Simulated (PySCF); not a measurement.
Atom-mapped SMILES (the numbers label the heavy atoms): `[CH3:1][C:2](=[O:3])[F:4]` (H(Xn): hydrogen on atom n).

Geometry: PBE0-D3(BJ)/def2-SVP; GIAO shifts from PySCF 2.14, gas phase, non-relativistic, averaged over equivalent atoms.

At PBE0/6-31G* (62 basis functions, 4.9 s wall time on 1 thread of an x86-64 server CPU, shared host):
```tsv
atoms	δ (ppm)
C2	152.4
C1	18.4
O3	406.5
F4	46.6
H(C1)	1.85
```

Referencing at the same level of theory: 13C (194.14 ppm) and 1H (31.96 ppm) vs TMS; 17O (324.18 ppm) against H2O; 19F (198.90 ppm) against CFCl3.

Question: Estimate the result of repeating the calculation with PBE0/def2-SVP.

Answer: 
| atoms | δ at PBE0/def2-SVP | change |
| --- | --- | --- |
| C2 | 157.6 | +5.2 |
| C1 | 16.7 | -1.7 |
| O3 | 435.5 | +29.0 |
| F4 | 58.1 | +11.5 |
| H(C1) | 1.79 | -0.06 |

δ = σ(ref) − σ, references computed at the same level: 13C (σ = 193.72 ppm), 1H (σ = 31.34 ppm) vs TMS; 17O (σ = 343.04 ppm) against H2O; 19F (σ = 214.64 ppm) against CFCl3.

The largest change is at O3 (carbonyl oxygen). Cost: 71 basis functions, 5.3 s wall time on 1 thread of an x86-64 server CPU, shared host.

Unscaled 19F shifts against computed CFCl3 carry errors that often reach 10 to 50 ppm. Unscaled 17O shifts of doubly bonded oxygen tend to come out too high, by tens of ppm or more. Experimental scales use liquid or dissolved standards, which lie at an offset from isolated H2O (liquid H2O: subtract about 36 ppm).
